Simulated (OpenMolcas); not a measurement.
**AlH2F (SMILES [F][AlH2]): the energy, rung by rung**

AlH2F has 4 atoms, charge 0, and is taken as a singlet. SMILES: `[F][AlH2]`. The shape comes from GFN2-xTB, which is rough for such elements, and wasn't checked as a minimum.

```tsv
atom	x (Å)	y (Å)	z (Å)
F	-0.3464	-0.0150	1.5652
Al	0.0083	0.0003	-0.0373
H	-0.3870	-1.1977	-0.8985
H	0.7251	1.2124	-0.6294
```

Each level gives the energy change with the F1–Al2 bond stretched from 1.641 to 2.052 Å (eV). The values are calculated.

```csv
level,kind,program,value (eV),less FCI/STO-3G,CPU time (all runs)
HF/STO-3G (restricted),Hartree–Fock,OpenMolcas,2.31,+0.45,3.4 s
SVWN5/STO-3G (restricted),LDA,OpenMolcas,1.92,+0.06,6.3 s
PBE/STO-3G (restricted),GGA,OpenMolcas,1.74,-0.12,7.2 s
r2SCAN/STO-3G (restricted),meta-GGA,OpenMolcas,1.90,+0.04,8.8 s
M06-2X/STO-3G (restricted),hybrid meta-GGA,OpenMolcas,2.05,+0.19,7.8 s
B2PLYP/STO-3G (restricted),double hybrid,OpenMolcas,2.00,+0.14,6.7 s
MP2/STO-3G (restricted),perturbation theory,OpenMolcas,2.12,+0.26,3.1 s
ACPF/STO-3G (restricted),coupled cluster or CI,OpenMolcas,1.82,-0.04,3.2 s
FCI/STO-3G,exact in the basis,OpenMolcas,1.86,0.00,8.3 s
```

FCI/STO-3G is exact within its basis and frozen core, so for wave-function methods in that basis the difference is their error; functionals converge differently with the basis, so for them it is only a difference. The first shape isn't each level's own minimum. The values span 1.74 to 2.31 eV. All rows use very small basis sets, so even the best lies far from the true value. Times are those of the runs behind each value, whatever else they computed, on shared processors of several kinds: orders of magnitude only.
